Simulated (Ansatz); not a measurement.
Predict the output of the script below (Ansatz 0.2.0, Python API).

`np.xyz`
```text
2

P     0.00000    0.00000    0.00000
N     0.00000    0.00000    1.72000
```

`methods_np.py`
```python
"""One geometry of NP, method by method."""

import warnings

import ansatz


def main() -> None:
    warnings.simplefilter("ignore", ansatz.DeckWarning)

    geometry = ansatz.Crystal.molecule_from_extxyz("np.xyz")

    calculation = geometry.calculation().basis(gaussian="cc-pVDZ")

    methods = ["mp2", "ccsd", "ccsd_t", "ccsdt_q"]
    reports = [calculation.correlation(m).run(threads=1).report for m in methods]
    print(f"Hartree-Fock reference {reports[0]['reference_energy_ev'] / 27.211386246:.6f} Ha")
    best = reports[-1]["free_energy_ev"] - reports[-1]["reference_energy_ev"]
    for method, each in zip(methods, reports):
        gained = each["free_energy_ev"] - each["reference_energy_ev"]
        print(f"{method:8s} total {each['free_energy_ev'] / 27.211386246:.6f} Ha  correlation {gained:9.4f} eV  ({100 * gained / best:.1f} % of the last)")


if __name__ == "__main__":
    main()
```

Running `python methods_np.py` prints:
```text
Warning: the results are in doubt because among natural orbitals full CI differs from the method by -0.278 eV
RunWarning: the results are in doubt because among natural orbitals full CI differs from the method by -0.278 eV
Warning: the results are in doubt because among natural orbitals full CI differs from the method by -0.111 eV
Hartree-Fock reference -395.074636 Ha
mp2      total -395.421192 Ha  correlation   -9.4303 eV  (97.6 % of the last)
ccsd     total -395.401814 Ha  correlation   -8.9030 eV  (92.1 % of the last)
ccsd_t   total -395.425100 Ha  correlation   -9.5366 eV  (98.7 % of the last)
ccsdt_q  total -395.429842 Ha  correlation   -9.6656 eV  (100.0 % of the last)
```
(Warnings from the package without file and line, repeats left out.)

What to keep in mind:
- These settings explore the input space; basis and method may be short of convergence.
- The geometry is a force-field or estimated start, not a minimum of this method, and the basis set is short of its limit. A lower total doesn't mark the better method: functionals have no common bound, and MP2 and coupled cluster aren't variational.
- Inner cores stay frozen, so this is valence correlation.
- For Al to Cl the sets with a tight d function, cc-pV(X+d)Z, are usual.
- The spin state was assumed, and another may lie lower.
- The script silences the warnings on its input, which a real study should read.
- Run time: 2.8 s on 1 thread of Intel(R) Xeon(R) 6975P-C (Granite Rapids), with other jobs on the host, peak memory 0.19 GiB.

(Lines on the test bed's own set-up are left out of the output.)
